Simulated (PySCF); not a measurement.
**Working out the electron affinity of O**

O⁻ [He] 2s2 2p5 (2P) → O [He] 2s2 2p4 (3P). All numbers are calculated (PySCF 2.14, the spin-free X2C one-electron Hamiltonian (Gaussian nucleus), in aug-cc-pVQZ-DK (6s5p4d3f2g, 80 functions)). Frozen: 1s2. Energies in hartree (1 hartree = 27.21139 eV):

| part | O⁻ (lower) | O (upper) |
| --- | --- | --- |
| UHF | -74.848512 | -74.869832 |
| MP2 opposite-spin | -0.178661 | -0.121164 |
| MP2 same-spin | -0.056441 | -0.038016 |

Question: What does Hartree-Fock give?

Answer: (-74.869832) − (-74.848512) = -0.021320 hartree = -0.580 eV.

Question: What do MP2 and SCS-MP2 (6/5 opposite-spin, 1/3 same-spin) give?

Answer: The opposite-spin parts differ by 1.565 eV and the same-spin parts by 0.501 eV. MP2: -0.580 + (1.565) + (0.501) = 1.486 eV. SCS-MP2: -0.580 + 1.2 × (1.565) + (0.501)/3 = 1.465 eV.

A first-order spin-orbit estimate adds -0.001 eV to MP2 (valence), giving 1.485 eV against 1.461 eV (measured; photodetachment measurements, as compiled on the Wikipedia data page of electron affinities).

What remains against the reference includes basis incompleteness, the frozen core and correlation beyond second order.
